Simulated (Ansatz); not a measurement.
Basis-set extrapolation for CH4FN (`NCF`) (PBE0-D4/def2-TZVP geometry, frozen core, the Gaussian-basis code of Ansatz). Multiplicity 1, RHF reference.

```json
{"": "HF", "def2-TZVPP": "-194.166727", "def2-QZVPP": "-194.175818"}
{"": "MP2 correlation", "def2-TZVPP": "-0.640653", "def2-QZVPP": "-0.692050"}
{"": "CCSD(T) correlation", "def2-TZVPP": "-0.682025", "def2-QZVPP": "not run"}
```

Energies in hartree. Use E(X) = E(∞) + A·exp(−7.88·√X) for Hartree–Fock and E(X) = E(∞) + B·X^(−2.97) for correlation, with X = 3 and 4, and add CCSD(T) minus MP2 of the smaller set to the MP2 limit.

Question: What is the CCSD(T) energy at the basis-set limit?

Answer: HF limit: -194.175818 + (-0.009091) × 0.13774 = -194.17707. MP2 limit: -0.692050 + (-0.051397) × 0.74074 = -0.73012. Higher-order term: -0.682025 − (-0.640653) = -0.04137. Total: -194.94856 hartree, 62.6 kcal/mol below CCSD(T)/def2-TZVPP.
